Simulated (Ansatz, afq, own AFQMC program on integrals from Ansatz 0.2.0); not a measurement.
**CH$_{4}$Ge, singlet in 6-31G, levels against AFQMC with the constraint released**

```json
{"atom": "Ge", "x (Å)": "0.0000", "y (Å)": "0.0143", "z (Å)": "0.2743"}
{"atom": "C", "x (Å)": "0.0000", "y (Å)": "-0.1487", "z (Å)": "-1.6818"}
{"atom": "H", "x (Å)": "0.0000", "y (Å)": "1.4061", "z (Å)": "0.9431"}
{"atom": "H", "x (Å)": "1.2475", "y (Å)": "-0.7687", "z (Å)": "0.7247"}
{"atom": "H", "x (Å)": "-1.2475", "y (Å)": "-0.7687", "z (Å)": "0.7247"}
{"atom": "H", "x (Å)": "0.0000", "y (Å)": "0.8692", "z (Å)": "-2.1231"}
```

Connectivity, by distances: GeH3–CH.

Basis 6-31G. Only valence electrons are correlated. Ansatz 0.2.0 and our own AFQMC program on the same integrals; the CISD trial comes from CCSD amplitudes, and released means the phaseless constraint is let go. Free projection: walkers drawn from exp(T), propagated without any constraint. Its projection time is finite, and what remains of the start isn't in its error. Uncertainties: one standard error, sampling alone. No spin–orbit coupling.

Determinant: RHF, the one that the program's search chose, which needn't be the lowest solution. The geometry is a point of a scan.

No full CI on the walks' own integrals is used here. The released AFQMC energy serves as the reference, which it does only where one determinant dominates, the energy is flat over the last release times and near the phaseless one (40 meV or 2 meV an electron, half that with transition metals). On small molecules, where full CI could be run and the noise was under 10 meV, such values lay within 10 meV of it in 19 cases of 20, a flattering rate, since the rule was set on those same cases; what remains of the bias isn't in the error bar.

Cautions: no relativity below Rb; no spin-orbit coupling; inner d shell frozen; higher spins were not checked; restricted determinant unstable towards unrestricted (UHF 649 meV lower, ⟨S²⟩ 0.81); the released value is read at 2.40 1/Eh with a noise of 13 meV, more than in the cases checked (meV from the phaseless value at times in 1/Eh: 6 ± 12 at 0.24, -1 ± 12 at 0.51, -2 ± 9 at 0.99, 3 ± 11 at 1.62, -11 ± 13 at 2.40).

```
T1 diagnostic                               : 0.0150
weight of the determinant in the CISD state : 0.883
size of the correlated space                : 12 electrons in 31 orbitals
```

Reference: AFQMC with the constraint released, correlation energy -4.462 ± 0.013 eV.

| level | E − E(reference) (kJ/mol) | share of correlation (%) |
| --- | --- | --- |
| HF | 430.5 ± 1.3 | 0.00 |
| MP2 | 115.7 ± 1.3 | 73.12 |
| CCSD | 15.7 ± 1.3 | 96.36 |
| CCSD(T) | 6.3 ± 1.3 | 98.54 |
| ph-AFQMC/HF | -11.8 ± 3.5 | 102.75 |
| ph-AFQMC/CISD | 1.1 ± 1.7 | 99.74 |
| free AFQMC | 2.5 ± 1.6 | 99.41 |

Free projections are given only where their last times agree within the noise and don't stop above the reference; a slow remainder of the start can still hide under it. A walk keeps the symmetry of its determinant, which the program's search chose and which needn't be the lowest solution, so a lower state of the same spin and another symmetry isn't excluded. Released energies are given only where the last usable release times agree within the noise; a slower fall can still hide under it.
